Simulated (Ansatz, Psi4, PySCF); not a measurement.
System: C2H10OSi2, charge 0, multiplicity 1. SMILES: C[SiH2]O[SiH2]C
Structure (B3LYP-D3(BJ)/def2-TZVP (Ansatz, an electronic-structure program) minimum search):
```xyz
15

C     -2.6212     1.0509     0.2830
Si    -1.5864    -0.4112    -0.2267
O     -0.0018    -0.0485    -0.0061
Si     1.5574    -0.5405    -0.1403
C      2.6789     0.8309     0.4338
H     -2.3768     1.9295    -0.3171
H     -3.6837     0.8335     0.1496
H     -2.4550     1.2983     1.3333
H     -1.9350    -1.6023     0.5878
H     -1.8202    -0.7395    -1.6555
H      1.7608    -1.7570     0.6859
H      1.8426    -0.8859    -1.5557
H      2.5373     1.7288    -0.1708
H      3.7259     0.5288     0.3528
H      2.4794     1.0867     1.4762
```
Charge 0, spin multiplicity 1.

B3LYP/6-311+G** beside other levels, property by property. Terms: non-relativistic; atomisation electronic, to ground-state atoms; spin-orbit terms left out; 6-31G* and kin with 6d, 5d where marked; 6-311+G** with 5d, 6d on Na to Ar in Ansatz; dispersion terms only where a functional's name holds one; UHF or UKS for open shells; valence correlation only. CBS(X,Y): correlation extrapolated as X^-3; Hartree-Fock from the larger set. The bracket is a focal-point correction in the basis named. First-principles rows: single points at B3LYP-D3(BJ) geometries (Ansatz), with unscaled harmonic terms from B3LYP/6-31G* (Ansatz) at its own minima, enthalpies of formation by atomisation with measured atoms.

Coupled cluster (Ansatz) is a level with limits of its own, used here on species with T1 under 0.025 (0.045 for open shells) and stable references: (a) RI-MP2/CBS(cc-pV(T+d)Z,cc-pV(Q+d)Z)+[CCSD(T)-MP2]/cc-pV(T+d)Z; (b) CCSD(T)/CBS(cc-pV(T+d)Z,cc-pV(Q+d)Z).

```csv
property,B3LYP/6-311+G** (Ansatz),PBE/6-31G* (Ansatz),BP86/def2-SVP (PySCF),wB97X-D/6-31G* (Psi4),to compare with
enthalpy of formation at 298 K (kcal/mol),-85.5,-98.1,-121.3,-99.7,-119.6 coupled cluster (b)
"O-Si bond dissociation enthalpy at 298 K, to C[SiH2] (CH5Si) + C[SiH2][O] (kcal/mol)",118.4,115.8,117.4,126.9,134.4 coupled cluster (a)
atomisation energy (kcal/mol),1278.4,1291.1,1314.2,1292.6,1312.6 coupled cluster (b)
"C-Si bond dissociation enthalpy at 298 K, to C[SiH2]O[SiH2] + [CH3] (CH3) (kcal/mol)",84.0,88.4,86.8,92.4,92.8 coupled cluster (b)
```

As the rows show:
- enthalpy of formation at 298 K: B3LYP/6-311+G** lies 34.1 kcal/mol above coupled cluster.
- O-Si bond dissociation enthalpy at 298 K, to C[SiH2] (CH5Si) + C[SiH2][O]: B3LYP/6-311+G** lies 16.0 kcal/mol below coupled cluster.
- atomisation energy: B3LYP/6-311+G** lies 34.2 kcal/mol below coupled cluster.
- C-Si bond dissociation enthalpy at 298 K, to C[SiH2]O[SiH2] + [CH3] (CH3): B3LYP/6-311+G** lies 8.8 kcal/mol below coupled cluster.

The properties are those with a value to compare with, at most eight drawn at random. No case is left out for the size of its miss. Left out are saddle points of the reference geometry, anions that the best level run finds unbound, excited spin states, species near biochemistry, 298 K rows of species without real B3LYP wavenumbers, cases with under five habitual levels, runs that failed or that the program found above a lower state of the same kind, table entries that another table contradicts, and a share of species set aside by lot.
